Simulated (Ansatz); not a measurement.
System: antiferromagnetic bcc Cr. Method: PBE in Ansatz (plane waves, PAW).

Numerical settings: plane-wave cutoff 520 eV, 20×20×20 k mesh, Fermi–Dirac smearing 0.05 eV, spin-polarised with opposed moments, scalar-relativistic PAW data made under PBE.

Cell (measured lattice):

```cif
data_Cr2
_chemical_formula_sum 'Cr2'
_space_group_name_H-M_alt 'P 1'
_space_group_IT_number 1
_cell_length_a 2.88490
_cell_length_b 2.88490
_cell_length_c 2.88490
_cell_angle_alpha 90.000
_cell_angle_beta 90.000
_cell_angle_gamma 90.000
loop_
_space_group_symop_operation_xyz
  'x, y, z'
loop_
_atom_site_label
_atom_site_type_symbol
_atom_site_fract_x
_atom_site_fract_y
_atom_site_fract_z
_atom_site_occupancy
Cr1 Cr 0.00000 0.00000 0.00000 1
Cr2 Cr 0.50000 0.50000 0.50000 1
```
Starting moments (μB, in the order of the record's atoms Cr Cr): 1.5 -1.5.

### Question
Give the computed magnetic moment (largest site, within a sphere).

### Answer

- magnetic moment (largest site, within a sphere) = 1.15 μB

The run finds no gap.

Note: the commensurate order stands in for chromium's spin-density wave, and the size of the moments varies much between levels; the collinear magnetic order is the start's and need not be the measured one; cell and atoms aren't relaxed at this level (pressure -3.4 GPa).

Moments are spin moments.

Static lattice: no zero-point or thermal effects.

Cost on a shared machine: about 21 core-seconds (a rough figure).

Ansatz is a first-principles code.
